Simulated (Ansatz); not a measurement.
Results of PBEsol (plane waves, PAW; Ansatz, a first-principles code) for 1T (CdI2-type) SnSe2.

The input as run:

Ansatz 0.2 input:
```yaml
crystal:
  lattice:
    - [1.9215485348, -3.3282196916, 0.0]
    - [1.9215485348, 3.3282196916, 0.0]
    - [0.0, 0.0, 6.1957034627]
  atoms:
    - { symbol: Sn, position: [0.0, 0.0, 0.0] }
    - { symbol: Se, position: [0.3333333333, 0.6666666667, 0.2577569014] }
    - { symbol: Se, position: [0.6666666667, 0.3333333333, 0.7422430986] }
basis:
  ecutwfc: 520
  ecutrho_ratio: 4
  xc_grid: 2
kpoints:
  mp_grid: { grid: [12, 12, 6] }
hamiltonian:
  xc: pbesol
  dispersion: none
  pseudopotentials: { kind: paw }
scf:
  occupations: { method: fermi_dirac, width: 0.01 }
output:
  forces: true
  stress: true
  eigenvalues: true
relax:
  f_tol: 0.004
  escape_saddle: false
  max_steps: 80
  cell: { stress_tol: 0.02, fix: [volume] }
```

Output (set-up and result lines):

```
Relaxation: its limit of steps is 80 (relax.max_steps)
Crystal: 3 atoms, lattice volume = 79.247 Å³
Basis set: ecut = 520 eV, 2141 PW (Γ), exchange–correlation on 60×60×96 points (8 copies of the dense FFT grid, shifted against one another)
Bands: 28, of which v1, the nominal top of the filled ones, is band 23 counted from 1 (22 counted from 0)
Symmetry: 12 space group operations
Space group: P-3m1 (ITA 164), of the structure as read, at distance tolerance 4.3e-5 Å
k-points: 100 of 864
Functional: x = pbesol(κ = 0.804, μ = 0.12345679012345678), c = pbesol(β = 0.046)
SCF iter   1: F=—  HF=-16799.220489 eV  |F-HF|=—  |Δ(HF+E_count)|=         —  Δρ=2.16e-3  dr2=3.54e-3
SCF iter   2: F=—  HF=-16799.217642 eV  |F-HF|=—  |Δ(HF+E_count)|=   2.85e-3  Δρ=1.07e-3  dr2=8.12e-4
  ...
SCF 1 converged in 6 iterations: F = -16799.217629 eV  dr2 = 8.67e-8
Crystal: 3 atoms, lattice volume = 79.247 Å³
Basis set: ecut = 520 eV, 2117 PW (Γ), exchange–correlation on 60×60×96 points (8 copies of the dense FFT grid, shifted against one another)
Initial density: handed on by an earlier stage of this run
SCF 2 converged in 6 iterations: F = -16799.211589 eV  dr2 = 1.02e-7
Crystal: 3 atoms, lattice volume = 79.247 Å³
Basis set: ecut = 520 eV, 2093 PW (Γ), exchange–correlation on 60×60×96 points (8 copies of the dense FFT grid, shifted against one another)
SCF 3 converged in 10 iterations: F = -16799.222111 eV  dr2 = 4.31e-13
Crystal: 3 atoms, lattice volume = 79.247 Å³
Basis set: ecut = 520 eV, 2105 PW (Γ), exchange–correlation on 60×60×96 points (8 copies of the dense FFT grid, shifted against one another)
SCF 4 converged in 4 iterations: F = -16799.222458 eV  dr2 = 4.90e-8
Crystal: 3 atoms, lattice volume = 79.247 Å³
SCF 5 converged in 4 iterations: F = -16799.222474 eV  dr2 = 4.40e-9
Crystal: 3 atoms, lattice volume = 79.247 Å³
SCF iter   5: F=—  HF=-16799.222477 eV  |F-HF|=—  |Δ(HF+E_count)|=   1.73e-9  Δρ=9.87e-8  dr2=6.07e-12
SCF iter   6: F=-16799.222477 eV  HF=-16799.222477 eV  |F-HF|=3.64e-12  |Δ(HF+E_count)|=  4.73e-11  Δρ=1.88e-8  dr2=2.56e-13
SCF 6 converged in 6 iterations: F = -16799.222477 eV  dr2 = 2.56e-13
SCF converged after 6 iterations
Free energy (F): -16799.222477 eV
Internal energy: -16799.222477 eV  (E = F + TS)
E sigma→0 (E₀):  -16799.222477 eV
Fermi energy:    7.905202 eV
--- Forces (eV/Å), atoms counted from 1 ---
  atom   1  Sn     0.00000000     0.00000000     0.00000000
  atom   2  Se    -0.00000000    -0.00000000    -0.00096980
  atom   3  Se     0.00000000     0.00000000     0.00096980
--- Stress (GPa, compression-positive) ---
       -0.295607       0.000000      -0.000000
        0.000000      -0.295607       0.000000
       -0.000000       0.000000      -0.290495
  P = ⅓ Tr σ = -0.2939 GPa (-2.939 kbar)
```

The cell is one volume of an energy–volume scan, off the minimum.

The PAW data were made under PBE.

Note: the cell comes from a level without a dispersion term, which matters for the spacing of layers, chains or molecules. Note: the cell has widely spaced layers and the level no dispersion term, so their spacing and the moduli can rest on weak binding.

Computing time: around 80 core-seconds (rough).
